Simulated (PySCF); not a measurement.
Structure with atom numbers: `[CH2:1]1[CH2:2][O:3][CH2:4]1`. Hydrogens are named by the atom that carries them.

Theoretical values (PySCF): GIAO B97-2/pcSseg-2 shieldings, coordinates at the PBE0-D3(BJ)/def2-SVP level. Relativity neglected, rapidly exchanging positions averaged, gas phase, one computed conformer.

Scale: TMS for ¹³C (σ = 183.46 ppm), ¹H (σ = 31.36 ppm); H2O for ¹⁷O (σ = 326.24 ppm) (reference shieldings calculated alike).

```csv
atoms,nucleus,count,δ (ppm)
C1,¹³C,1,23.9
O3,¹⁷O,1,?
H(C1),¹H,2,2.55
H(C2)/H(C4),¹H,4,4.68
C2/C4,¹³C,2,?
```

Q: Estimate the values marked ?.

A: 
- C2/C4: 74.8 ppm, sp3 CH2 bonded to O; pulled downfield by the heteroatom
- O3: 13.5 ppm, ether oxygen

Shifts are as computed. Against solution values, carbons near 30 ppm lie about +4 ppm off and those near 130 ppm about +7 ppm. Of 1211 compounds with measured shifts, 218 miss one by over three times the rms of a fit or turn the order of signals round; such compounds aren't used in these exercises. Experimental scales use liquid or dissolved standards, which lie at an offset from isolated H2O (liquid H2O: subtract about 36 ppm).
